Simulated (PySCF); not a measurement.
**CH₄ + O₂ → H₂CO + H₂O**

Level: PBE in the def2-TZVP basis family, all electrons, no relativity, computed in PySCF with density fitting; open shells unrestricted.

```
species                                                           state and structure      E (Eh)  ZPE (kJ/mol)  H(298 K) − H(0) (kJ/mol)  S° (J/(mol K))
    CH₄                                                 singlet, Td, C–H 1.096 Å (×4)   -40.46307         114.4                      10.0           186.4
     O₂                                                     triplet, D∞h, O–O 1.219 Å  -150.24892           9.3                       8.7           205.2
   H₂CO  singlet, C2v, C–H 1.119 Å (×2), C–O 1.208 Å; H–C–H 115.8°, H–C–O 122.1° (×2)  -114.41947          67.3                      10.0           218.9
    H₂O                                  singlet, C2v, O–H 0.971 Å (×2); H–O–H 104.3°   -76.37680          54.3                       9.9           189.0
```

(1) What is the electronic reaction energy?

(2) Add zero-point, thermal and entropy terms for 298.15 K and 1 bar.

## Answers

(1) At PBE/def2-TZVP, ΔE = -221.3 kJ/mol from the differences of the total energies times 2625.5, downhill. 

(2) ΔZPE = -2.1 and Δ[H(298) − H(0)] = 1.2 kJ/mol give ΔH° = -222.2 kJ/mol. ΔS° = 16.3 J/(mol K), so ΔG° = -222.2 − 298.15 × (0.0163) = -227 kJ/mol.

Each species is the lowest minimum found with this bonding; other isomers or fragments can lie lower.
